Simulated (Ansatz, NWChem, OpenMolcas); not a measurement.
Swapping H for F on C: the HOMO–LUMO gap

On one C centre that keeps Cl, n of the H ligands are replaced by F. The HOMO–LUMO gap y in eV at wB97M-V/def2-TZVPP. Shapes, held fixed at every level: PBE0-D4/def2-TZVP. Programs: Ansatz 0.2.0.

| molecule | n | y (eV) |
| --- | --- | --- |
| CH3Cl | 0 | 13.43 |
| CH2ClF | 1 | ? |
| CHClF2 | 2 | 14.54 |
| CClF3 | 3 | 14.84 |

Task: Fit y = c + s·n to the known rows and predict CH2ClF.

Result: 
1. Means of the 3 rows: n = 1.66667, y = 14.270.
2. Σ(Δn)² = 4.6667, Σ(Δn·Δy) = 2.25, so the slope is 2.25/4.6667 = 0.48214.
3. Intercept: 14.270 − (0.48214) × 1.66667 = 13.466. The largest residual of the fit is 0.11.
4. CH2ClF: 13.466 + (0.48214) × 1 = 13.95 eV.

The run gave 13.82 eV, so the prediction is off by +0.13 eV, about the scatter of the fit. The steps per swap are uneven (+0.39, +0.72, +0.30), so a line is a poor model. Other levels give for CH2ClF: SPW92/def2-TZVPP 6.83; B3LYP/6-31G* (Cartesian functions) 9.16; wB97X-V/def2-TZVPP 14.27 eV. Orbital gaps aren't excitation energies, and the LUMO depends on the basis. The series runs otherwise at PBE-D4/def2-TZVPP, SPW92/def2-TZVPP, r2SCAN-D4/def2-TZVPP.
